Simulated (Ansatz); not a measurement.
**Worked example: correlation energy of Ga–P–SH⁺, triplet**

Geometry: that of the Ga–P–SH, doublet, kept fixed.

```yaml
atoms:
  - { symbol: Ga, position_ang: [0.0000, -0.1811, 1.2543] }
  - { symbol: P, position_ang: [0.0000, 1.1308, -0.8246] }
  - { symbol: S, position_ang: [0.0000, -0.6909, -1.8333] }
  - { symbol: H, position_ang: [0.0000, -0.2437, -3.1036] }
```

Basis cc-pVDZ; Ansatz 0.2.0. Correlated methods freeze the noble-gas cores and the filled d shells of p-block atoms, which leaves 14 electrons in 44 orbitals. Prefix R: restricted or restricted open-shell reference; prefix U: unrestricted. No spin–orbit coupling is included, and no scalar relativity.

Full CI isn't at hand for all of this; UCCSDT(Q) serves as the reference, and is uncertain by about the last step of the cluster series.

Runs differ by some tens of microhartree through their thresholds and, for an open shell, their frozen cores, so steps under 0.03 kcal/mol mean nothing.

```tsv
level	total energy (hartree)
UHF	-2661.826503
UMP2	-2662.076799
UCCSD	-2662.119561
UCCSD(T)	-2662.130430
UCCSDT	-2662.132005
UCCSDT(Q)	-2662.132965
```

Problem. What is the correlation energy at UCCSDT(Q), and what share of it do UMP2 and UCCSDT recover?

Solution. E(corr) = -2662.132965 − (-2661.826503) = -0.306462 hartree = -8.339 eV. UMP2: -0.250296 / -0.306462 = 81.67 %. UCCSDT: -0.305502 / -0.306462 = 99.69 %.

Problem. By how many kcal/mol does UCCSD(T) miss UCCSDT(Q) (1 hartree = 627.509 kcal/mol), and which steps make up the rest?

Solution. -2662.130430 − (-2662.132965) = 0.002535 hartree = 1.59 kcal/mol. Steps: UCCSDT − UCCSD(T) = -0.99, UCCSDT(Q) − UCCSDT = -0.60 kcal/mol. Differences between like states or geometries often cancel part of this.
